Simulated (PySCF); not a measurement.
Gas-phase reaction: 6 HPO2 → 4 HPO3 + 2 H + P2

Energies from PySCF, thermal terms from the rigid-rotor harmonic-oscillator model, ideal gas at 1 bar. † marks an energy on the PBE0/def2-TZVP geometry and frequencies; other levels use their own. MP2 and CCSD(T) freeze the core. 6-31G* has spherical d functions here. Open shells (unrestricted): H (multiplicity 2); the rest are closed-shell singlets. B3LYP is the form with VWN-RPA correlation. HPO2, HPO3: computed as isolated molecules; such fragments, hydroxides, amides, oligomers or adducts are transient or little studied in the gas. MP2 isn't extrapolated to the basis-set limit; its ΔH°(298 K) is 516.6 kJ in def2-SVP and 465.9 kJ in def2-TZVPP. CCSD(T) isn't extrapolated to the basis-set limit; its ΔH°(298 K) is 592.1 kJ in def2-SVP and 536.2 kJ in def2-TZVPP. The harmonic model lacks anharmonicity and excited electronic states, which grow with temperature; levels with a mode under 35 cm⁻¹ are left out. Internal rotation in HPO2, HPO3 is treated as a harmonic vibration of one conformer, which makes the entropy rough.

```json
[
 {"level": "B3LYP/6-31G*", "ΔE electronic, kJ": "650", "ΔH°(298 K), kJ": "623", "ΔS°(298 K), J/K": "-2", "ΔG°(1200 K), kJ": "607"},
 {"level": "B3LYP/def2-TZVP†", "ΔE electronic, kJ": "607", "ΔH°(298 K), kJ": "581", "ΔS°(298 K), J/K": "-5", "ΔG°(1200 K), kJ": "570"},
 {"level": "BLYP/def2-TZVP†", "ΔE electronic, kJ": "627", "ΔH°(298 K), kJ": "601", "ΔS°(298 K), J/K": "-5", "ΔG°(1200 K), kJ": "590"},
 {"level": "CCSD(T)/def2-SVP†", "ΔE electronic, kJ": "618", "ΔH°(298 K), kJ": "592", "ΔS°(298 K), J/K": "-5", "ΔG°(1200 K), kJ": "582"},
 {"level": "CCSD(T)/def2-TZVPP†", "ΔE electronic, kJ": "562", "ΔH°(298 K), kJ": "536", "ΔS°(298 K), J/K": "-5", "ΔG°(1200 K), kJ": "526"},
 {"level": "HF/def2-TZVP†", "ΔE electronic, kJ": "455", "ΔH°(298 K), kJ": "429", "ΔS°(298 K), J/K": "-5", "ΔG°(1200 K), kJ": "418"},
 {"level": "MP2/def2-TZVPP†", "ΔE electronic, kJ": "492", "ΔH°(298 K), kJ": "466", "ΔS°(298 K), J/K": "-5", "ΔG°(1200 K), kJ": "455"},
 {"level": "PBE0/def2-SVP†", "ΔE electronic, kJ": "588", "ΔH°(298 K), kJ": "562", "ΔS°(298 K), J/K": "-5", "ΔG°(1200 K), kJ": "552"},
 {"level": "PBE0/def2-TZVP", "ΔE electronic, kJ": "527", "ΔH°(298 K), kJ": "502", "ΔS°(298 K), J/K": "-5", "ΔG°(1200 K), kJ": "491"},
 {"level": "LDA/def2-TZVP†", "ΔE electronic, kJ": "576", "ΔH°(298 K), kJ": "550", "ΔS°(298 K), J/K": "-5", "ΔG°(1200 K), kJ": "540"},
 {"level": "ωB97X-V/def2-TZVP†", "ΔE electronic, kJ": "576", "ΔH°(298 K), kJ": "551", "ΔS°(298 K), J/K": "-5", "ΔG°(1200 K), kJ": "540"}
]
```
ΔH° is lowest at HF/def2-TZVP† and highest at B3LYP/6-31G*. No reference value is set beside these.
